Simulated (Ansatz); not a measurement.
## HNC, singlet in 6-31G: errors against full CI

Geometry: a point of a breathe scan, not a stationary point.

```xyz
3

N     0.0000    0.0000    0.0953
C     0.0000    0.0000   -1.9035
H     0.0000    0.0000    1.8082
```

Basis 6-31G; Ansatz 0.2.0. Correlated methods freeze the noble-gas cores, which leaves 10 electrons in 18 orbitals. Prefix R: restricted or restricted open-shell reference; prefix U: unrestricted. Active spaces: valence = (10e, 9o) chosen from the atoms' valence shells.

Full CI is exact within this basis and frozen core; it isn't the basis-set limit. The frozen core follows each run's orbitals, which can shift R against U totals by a few meV.

Unrestricted rows (U) aren't spin-pure: their determinants' ⟨S²⟩ exceeds S(S+1) by up to 2.62, so they mix in states of higher spin. Coupled cluster chose its determinant by a search with trial CCSD, here up to 1.61 eV above the lowest Hartree–Fock solution of its kind.

Even UCCSDT lies 0.20 eV above full CI, so the series on this determinant hasn't closed: it hasn't shed the higher spins in its determinant (⟨S²⟩ = 2.62). RHF is unstable: UHF (⟨S²⟩ = 2.62) lies 5.87 eV below the lowest RHF solution. Higher spins weren't run at this geometry and may lie near or lower.

* UHF ⟨S²⟩: 2.618
* T1 diagnostic (RCCSD): 0.0706
* largest doubles amplitude (RCCSD): 0.379

Q: From what is known of these methods and the diagnostics, rank them by the size of their error in total energy against full CI in 6-31G, smallest first (an estimate: the text doesn't fix the numbers).
A. NEVPT2 (valence space)
B. RCCSD
C. MRCISD+Q (valence space)
D. CASSCF (valence space)
E. UHF

A: C (1.07 mEh), A (18.50 mEh), B (48.08 mEh), D (70.74 mEh), E (143.96 mEh).

All errors are against full CI in 6-31G. With T1 at 0.071 and a doubles amplitude of 0.38 one determinant is a poor start. Within each family the higher level lies nearer, as is usual though not guaranteed.

The program itself flagged as in doubt: RCCSD.

The full-CI state has the irrep A1 of C2v, in the program's axes (one component, if the state is degenerate).

Its occupations show that no single determinant describes this state well.

Natural occupations of full CI about the gap: 1.971 1.933 1.774 1.562 1.562 0.433 0.433 0.200 0.082 0.010; effectively unpaired electrons, Σ n²(2−n)², 2.20.
